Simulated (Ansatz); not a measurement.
The same path of H$_{5}$OPSi (8 atoms, charge 0, multiplicity 1) was run 3 times with different band settings. Lost on the way: O1–H4. Made: P2–H4.

Method: Ansatz, RKS BHLYP-D4/def2-SVP.

Relaxed end points:

```xyz
8
Properties=species:S:1:pos:R:3
O -1.120 0.258 -1.458
P -0.426 1.128 -0.209
Si 0.557 -0.622 0.841
H -1.985 0.609 -1.661
H 0.774 1.553 -0.842
H 1.499 -0.077 1.849
H 1.286 -1.497 -0.104
H -0.492 -1.409 1.527
```

```xyz
8
Properties=species:S:1:pos:R:3
O -1.029 -0.187 -1.982
P -0.482 0.600 -0.846
Si 0.478 -0.673 0.773
H -1.387 1.433 -0.140
H 0.503 1.576 -1.148
H 1.000 0.207 1.844
H 1.573 -1.437 0.143
H -0.563 -1.577 1.300
```

Common settings: optimiser quadratic models (default); start path through a guess of the saddle point; force threshold 0.05 eV/Å; iteration limit 60; end points relaxed.

| run | movable images | climbing image | spring |
| --- | --- | --- | --- |
| 1 | 5 | yes | 5.0 eV/Å² |
| 2 | 8 | no | 5.0 eV/Å² |
| 3 | 5 | yes | 20.0 eV/Å² |

(1) What does each run give, and how far can it be trusted?

Results:

(1) Run 1: converged after 13 iterations, highest image 3.326 eV above the first end. Neighbouring images differ by up to 2.3 eV, so the band resolves the path poorly. A vibrational analysis at the climbing image gives one clearly imaginary mode, 1902i cm⁻¹: a first-order saddle point.
Run 2: converged after 11 iterations, highest image 3.012 eV above the first end. Neighbouring images differ by up to 1.9 eV, so the band resolves the path poorly. No image climbed, so the highest image needn't sit at the top of the path.
Run 3: converged after 16 iterations, highest image 3.326 eV above the first end. Neighbouring images differ by up to 2.3 eV, so the band resolves the path poorly. Another band between the same ends (5 images) ends at a top of the same energy, where a vibrational analysis finds 1 clearly imaginary mode.
The orbitals stay closed-shell, which can raise the energy where a bond breaks towards radicals; this wasn't checked here.
